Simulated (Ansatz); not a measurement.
Reaction: C2H7N (SMILES CNC) → CH3 (SMILES [CH3], doublet) + CH4N (SMILES C[NH], doublet) (the C-N bond breaks)
Each species at its own B3LYP-D3(BJ)/def2-TZVP minimum (Ansatz, a quantum-chemistry and plane-wave program).

Property: bond dissociation energy (electronic), in kcal/mol. UHF or UKS for unpaired electrons; spin-orbit terms are left out. CBS(X,Y): correlation extrapolated as X^-3, Hartree-Fock from the larger set. A bracket is a step between two methods taken in the basis named. The functionals are non-relativistic, so their misses hold any scalar relativity. Double hybrids freeze cores in their MP2 part. '+ core + X2C': CCSD(T) terms for core correlation (cc-pwCVTZ) and scalar relativity (cc-pVTZ-DK).

CCSD(T)/CBS(cc-pVTZ,cc-pVQZ) + [CCSDT(Q) - CCSD(T)]/cc-pVDZ + core + X2C (Ansatz) gives 88.4 kcal/mol.

### Question
How far off this value is PBE/def2-TZVPD (Ansatz), in which direction, and which of these levels come nearer: PBE0/def2-TZVPD, wB97M-V/def2-TZVPD, B2PLYP/def2-TZVPD, CCSD(T)/CBS(cc-pVTZ,cc-pVQZ) + core + X2C?

### Answer
PBE gives 86.0 kcal/mol, 2.4 kcal/mol below it. Differences of the others: PBE0/def2-TZVPD (Ansatz) -3.9; wB97M-V/def2-TZVPD (Ansatz) -0.3; B2PLYP/def2-TZVPD (Ansatz) -4.3; CCSD(T)/CBS(cc-pVTZ,cc-pVQZ) + core + X2C (Ansatz) 0.1 kcal/mol. Nearer than PBE: wB97M-V/def2-TZVPD, CCSD(T)/CBS(cc-pVTZ,cc-pVQZ) + core + X2C.
